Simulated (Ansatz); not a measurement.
# AlBH₂ (singlet): trial inputs and their diagnosis at angle Al2–B1–H3 = 120.1°

3 inputs are run for AlBH₂ (singlet) as typed; the log has to tell whether the result can be used and what must change.

Computed with Ansatz 0.2.0, Gaussian basis. Level: the settings change from run to run.

6 further runs of the same task are left out: 1 for a mislabelled method, 4 that didn't finish, 1 set aside as unsound or not needed.

## (1) The geometry

The geometry derives from a PBE0/def2-TZVP stationary point (not a proven minimum). One angle is set to the value named; bond lengths are kept.

4 atoms, charge 0, spin multiplicity 1.

Atoms are counted from 1 here; the program's logs count them from 0.

Bond lengths: B1–Al2 2.055 Å, B1–H3 1.197 Å, Al2–H4 1.595 Å. Angles: Al2–B1–H3 120.1°, B1–Al2–H4 128.5°.

## (2) Input 1

Input file in.yaml:

```yaml
crystal:
  periodic: [false, false, false]
  atoms:
    - {symbol: B, position_ang: [0.000000, -0.486807, 1.370899]}
    - {symbol: Al, position_ang: [0.000000, 0.208008, -0.563001]}
    - {symbol: H, position_ang: [0.000000, 0.284919, 2.286135]}
    - {symbol: H, position_ang: [0.000000, -0.631665, -1.919200]}
basis:
  gaussian: {orbitals: aug-cc-pVDZ}
magnetization: {spin_polarized: false}
correlation: {method: ccsd_t, electrons: valence, diis_vectors: 2}
symmetry: c1
output: {forces: true}
```

Command:

```
> ansatz run in.yaml --threads 1 --pin off --events-out ev --progress --plain --max-ram 2393MiB
```

Standard output:

```text
Error: YAML parse error: error: line 12 column 1: unknown field `symmetry`, expected one of crystal, accuracy, basis, kpoints, hamiltonian, magnetization, projection, total_charge, correlation, batch, efield, external_charges, scf, relax, neb, saddle, md, ramp, phonons, dielectric, real_time, elastic, magnetic_configurations, gw, evaluate, workflow, output, checkpoint, execution
  --> <input>:12:1
   |
10 | magnetization: {spin_polarized: false}
11 | correlation: {method: ccsd_t, electrons: valence, diis_vectors: 2…
12 | symmetry: c1
   | ^ unknown field `symmetry`, expected one of crystal, accuracy, basis, kpoints, hamiltonian, magnetization, projection, total_charge, correlation, batch, efield, external_charges, scf, relax, neb, saddle, md, ramp, phonons, dielectric, real_time, elastic, magnetic_configurations, gw, evaluate, workflow, output, checkpoint, execution
13 | output: {forces: true}
   |
```

It took 0.04 s on 1 thread of Intel Xeon Platinum 8259CL at 2.50GHz, shared host.

**Diagnosis.** The run was refused. The input holds a key that the program doesn't read here. Cure: remove it or spell it as the reference does.

## (3) Input 2

Input file in.yaml:

```yaml
crystal:
  periodic: [false, false, false]
  atoms:
    - {symbol: B, position_ang: [0.000000, -0.486807, 1.370899]}
    - {symbol: Al, position_ang: [0.000000, 0.208008, -0.563001]}
    - {symbol: H, position_ang: [0.000000, 0.284919, 2.286135]}
    - {symbol: H, position_ang: [0.000000, -0.631665, -1.919200]}
basis:
  gaussian: {orbitals: 6-31G}
hamiltonian: {xc: pbe}
correlation: {active_space: {window: {electrons: 2, orbitals: 2}}}
scf: {lower_state_search: off}
```

Same command.

Standard output:

```text
Error: invalid value for `correlation.active_space`: it starts from restricted Hartree–Fock orbitals; set hamiltonian.xc: hf without magnetization.spin_polarized
```

Run time: 0.03 s. Hardware: 1 thread of Intel Xeon Platinum 8259CL at 2.50GHz, shared host.

**Diagnosis.** The run was refused. An active space is asked on a functional's orbitals. Cure: start from Hartree-Fock.

## (4) Input 3

Input file in.yaml:

```yaml
crystal:
  periodic: [false, false, false]
  atoms:
    - {symbol: B, position_ang: [0.000000, -0.486807, 1.370899]}
    - {symbol: Al, position_ang: [0.000000, 0.208008, -0.563001]}
    - {symbol: H, position_ang: [0.000000, 0.284919, 2.286135]}
    - {symbol: H, position_ang: [0.000000, -0.631665, -1.919200]}
basis:
  gaussian: {orbitals: def2-TZVPP, fitting: {mean_field: def2-universal-jkfit}}
magnetization: {spin_polarized: false}
correlation: {method: ccsdtq, electrons: all}
output: {forces: true}
```

Launched as before.

Standard output:

```text
Functional definition: HF
  name "HF"
  cite "Fock, Z. Phys. 61, 126 (1930) doi:10.1007/BF01340294"
  parent pbe
  exchange = exact_x
  correlation = 0
239 factors; integrals over basis functions are off by at most 1.2e0 eV
mean field evaluation 1: about -7281.4831 eV, gradient 1.1e1 eV
mean field evaluation 2: about -7282.1873 eV, gradient 4.2e0 eV
mean field evaluation 4: about -7282.3063 eV, gradient 3.7e-1 eV
mean field evaluation 8: about -7281.4832 eV, gradient 1.1e1 eV
mean field evaluation 16: about -7280.1685 eV, gradient 9.4e-1 eV
mean field evaluation 32: about -7280.1889 eV, gradient 1.6e-3 eV
mean field -7282.30801026 eV, -267.6198832513 hartree, gradient 1.5e-6 eV, S^2 0.000000; 1 other end points of the search recorded, 0 dependent functions left out; unrestricted orbitals would lower it
determinant -7282.30801026 eV, -267.6198832513 hartree, with singles and doubles -7292.54902828 eV, -267.9962337220 hartree
determinant -7280.18891071 eV, -267.5420077794 hartree, with singles and doubles -7290.48201988 eV, -267.9202725643 hartree
reference -7282.30801026 eV, -267.6198832513 hartree; 10, 10 occupied and 91, 91 virtual orbitals, 239 factors
Error: the run needs more than the 2.33 GiB of memory given, because the steps of its equations don't fit beside its arrays
refused for memory
```

It took 12 s on 1 thread of Intel Xeon Platinum 8259CL at 2.50GHz, shared host; peak memory 0.73 GiB.

Diagnosis: The run was refused for memory. The method is too large for the memory allowed. Cure: freeze cores, shrink the basis or take a lower level.

## (5) How the runs ended

| input | level | ended | cause | time |
| --- | --- | --- | --- | --- |
| 1 | CCSD(T) on RHF/aug-cc-pVDZ | refused | the input holds a key that the program doesn't read here | 0.04 s |
| 2 | CASSCF(2,2)/6-31G | refused | an active space is asked on a functional's orbitals | 0.03 s |
| 3 | CCSDTQ on RHF/def2-TZVPP | out of memory | the method is too large for the memory allowed | 12 s |

2 refused, 1 out of memory.
